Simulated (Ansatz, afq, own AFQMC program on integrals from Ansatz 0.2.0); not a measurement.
## Ta, quartet → Ta⁺, quintet

A free Ta atom.

E(quintet, charge +1) − E(quartet, charge +0) at this geometry, on UHF and UHF determinants.

Basis def2-SVP with its core potentials. Noble-gas cores (and the filled d shells of Ga–Kr and In–Xe) are frozen. Integrals, coupled cluster, full CI and functionals: Ansatz 0.2.0; the random walks run on the same integrals in our own AFQMC program. The CISD trial takes its coefficients from CCSD amplitudes. Released means that phaseless walkers are propagated on without the constraint, phases kept. ± is one standard error of the sampling. No spin–orbit coupling. The metal's outer-core s and p shells are frozen, which shifts wave-function levels against functionals. The errors of all members are added in quadrature.

Full CI on the same integrals is exact in this basis and with this determinant's frozen core.

Errors are counted within def2-SVP, not against nature.

Cautions: no spin-orbit coupling; outer-core shells of the metal frozen; Ta (quartet): the released energies have errors that jump between times, so the bars are unsure, so no released level is given (meV from the phaseless value at times in 1/Eh: -8.1 ± 1.3 at 0.60, -11.9 ± 2.3 at 1.20, -15.4 ± 0.9 at 2.00, -14 ± 6 at 3.00, -21.1 ± 0.8 at 4.20), its ph-AFQMC/CISD value lies 35.3 ± 0.9 meV above full CI; Ta⁺ (quintet): the released energies have errors that jump between times, so the bars are unsure, so no released level is given (meV from the phaseless value at times in 1/Eh: 2.1 ± 1.8 at 0.60, 663 ± 659 at 1.20, -1.4 ± 0.8 at 2.00, 11 ± 11 at 3.00, -3 ± 3 at 4.20), though the last usable value meets full CI within the noise.

Reference (full CI): 159.0 kcal/mol.

```
        level  vertical ionization energy (kcal/mol)  error against FCI (kcal/mol)
           HF                                  132.1                         -26.8
          MP2                                  151.8                          -7.1
         CCSD                                  156.8                          -2.2
      CCSD(T)                                  158.1                          -0.8
        CCSDT                                  158.9                          -0.1
     CCSDT(Q)                                  158.9                           0.0
ph-AFQMC/CISD                           158.2 ± 0.02                   -0.8 ± 0.02
```

Correlation beyond CCSD(T) adds 0.8 kcal/mol. The perturbative (T) step is worth +1.3 kcal/mol.

CCSDT and higher add their correlation energy to the determinant of the CCSD(T) run, since their own runs factorise the integrals more tightly (a shift of under 2 meV).
